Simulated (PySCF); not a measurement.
Molecule: SMILES OC1CCCC1, C₅H₁₀O.

Geometry:
```csv
atom,x (Å),y (Å),z (Å)
O1,1.286,0.185,1.441
C2,1.146,-0.033,0.054
C3,0.291,-1.279,-0.121
C4,-1.143,-0.801,0.160
C5,-1.138,0.722,-0.116
C6,0.282,1.044,-0.600
H7,1.696,1.047,1.566
H8,2.136,-0.133,-0.432
H9,0.624,-2.088,0.546
H10,0.393,-1.637,-1.158
H11,-1.409,-0.997,1.208
H12,-1.878,-1.336,-0.459
H13,-1.354,1.274,0.810
H14,-1.900,1.024,-0.850
H15,0.613,2.066,-0.351
H16,0.357,0.943,-1.696
```

Spin–spin couplings on one PBE0-D3(BJ)/def2-SVP geometry, PySCF 2.14, gas phase, non-relativistic, equivalent pairs averaged (without the spin–dipole term); isotopes 13C; functional B3LYP.

Reference values (Hz): 1J(C2,C3) = 36.0 (measured; liquid or solution; F. J. Weigert, PhD thesis, Caltech 1968 (Carbon-13 magnetic resonance spectroscopy)); 1J(C3,C4) = 32.6 (measured; liquid or solution; F. J. Weigert, PhD thesis, Caltech 1968 (Carbon-13 magnetic resonance spectroscopy)).

How do the couplings (Hz) change with the basis set? Times are CPU seconds on shared hosts with different chips, so compare them loosely. Far from the basis limit: 6-31G*, pcJ-0, 6-31G-J, def2-TZVP, cc-pVTZ.

## Answers


```
basis set  functions  1J(C2,C3)  1J(C3,C4)  mean abs. error  core-s
   6-31G*        104       50.7       48.8             15.5     8.4
    pcJ-0        108       26.9       27.0              7.3     5.4
  6-31G-J        112       36.7       35.2              1.6     8.6
def2-TZVP        246       35.5       33.4              0.6      31
    pcJ-1        262       36.8       35.1              1.7      44
  cc-pVTZ        320       27.7       27.0              7.0      46
```

Errors compare magnitudes, without vibrational corrections, and the largest couplings weigh most in the mean. Closest: def2-TZVP; furthest: 6-31G*.

The Fermi-contact term samples the wavefunction at the nucleus, which is why sets with added tight s functions (names with J) are made for couplings. Agreement of an ordinary basis with the reference is then largely a cancellation of errors.
